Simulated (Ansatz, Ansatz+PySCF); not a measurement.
```xyz
4

C     0.0000    0.0000   -0.9399
S     0.0000    0.0000    0.5379
H     0.0000   -0.8553   -1.4837
H     0.0000    0.8553   -1.4837
```

RHF-MP2 on singlet CH2S was run in several spherical basis sets with Ansatz (development build ahead of 0.2.0). Frozen core: 6 orbitals. Caution for RHF-MP2: no unrestricted run beside it, a lower state can exist.

**Question.** Rank the basis sets by the total energy that they give, lowest first, with the distance from the lowest.
A. 6-31G(d)
B. def2-TZVP
C. cc-pVDZ
D. def2-SVP
E. cc-pVTZ

**Answer.** E (0.00 eV), B (0.35 eV), C (2.83 eV), A (3.90 eV), D (7.19 eV).

Totals follow the description of the cores as much as that of the bonds, so this order isn't one of quality for chemistry.
